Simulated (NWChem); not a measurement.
# CH₃ cation

```xyz
4

C      0.0000     0.0000     0.0000
H      0.7807     0.7807     0.0000
H      0.2858    -1.0664     0.0000
H     -1.0664     0.2858     0.0000
```
Atoms are numbered in this order, from 1.

All runs: NWChem. Pople sets run with spherical d functions. Coordinates come from a PBE0/def2-SVP optimisation. Atomic charges in e: unrestrained fits to the electrostatic potential beside Mulliken populations; the two definitions need not agree.

For level Hartree-Fock/6-31G*:

* **Mulliken C1**: -0.09

### Question
Estimate the same quantities for level B3LYP/def2-SVP.

### Answer
| Property | Result |
|---|---|
| Mulliken C1 | 0.30 |
